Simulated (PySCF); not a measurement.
**How the method moves the HOMO and LUMO of `ClC1CC1`**

C3H5Cl.
Numbering: `[Cl:1][CH:2]1[CH2:3][CH2:4]1` (hydrogens: H5 on C2; H6, H7 on C3; H8, H9 on C4)

Structure used (PBE0-D3(BJ)/def2-SVP), in Å, numbered top down from 1:
```
atom  x, y, z in Å
Cl1    2.1547   -0.1662   -0.7064
C2     0.7316   -0.0916    0.3269
C3    -0.5482   -0.6946   -0.1475
C4    -0.4030    0.7996   -0.0534
H5     1.0043   -0.1851    1.3807
H6    -1.1691   -1.2167    0.5857
H7    -0.5462   -1.1404   -1.1452
H8    -0.9208    1.3359    0.7466
H9    -0.3034    1.3572   -0.9879
```

Basis pcSseg-2 throughout (PySCF), one geometry. Isolated species at its PBE0-D3(BJ)/def2-SVP geometry, gas phase.

Question: How do the orbital energies, the gap and the dipole change with the method?

Answer: 
| method | kind | HOMO (eV) | LUMO (eV) | gap (eV) | μ (D) | SCF cycles |
| --- | --- | --- | --- | --- | --- | --- |
| KT2 | GGA | -6.56 | -0.42 | 6.13 | 1.94 | 15 |
| B97-2 | global hybrid | -7.56 | 0.62 | 8.17 | 1.98 | 12 |
| BHandHLYP | global hybrid | -9.02 | 1.15 | 10.17 | 2.04 | 12 |
| CAM-B3LYP | range-separated hybrid | -9.20 | 1.31 | 10.51 | 2.00 | 12 |
| wB97X-D | range-separated hybrid | -9.69 | 2.34 | 12.03 | 2.02 | 13 |
| LC-wPBE | range-separated hybrid | -10.59 | 2.42 | 13.01 | 2.01 | 12 |

The HOMO spans 4.04 eV, from KT2 down to LC-wPBE, and the gap runs from 6.13 eV (KT2) to 13.01 eV (LC-wPBE). Over the methods KT2 (0 %), B97-2 (21 %), BHandHLYP (50 %), a straight line through the gap against the share of exact exchange rises by 0.80 eV for each 10 % (correlation coefficient 0.995). The dipole ranges from 1.94 D (KT2) to 2.04 D (BHandHLYP). This basis has no diffuse functions.

The vertical ΔSCF ionisation energy at CAM-B3LYP/def2-SVPD is 10.30 eV; −ε(HOMO) comes closest to it with LC-wPBE (10.59 eV).
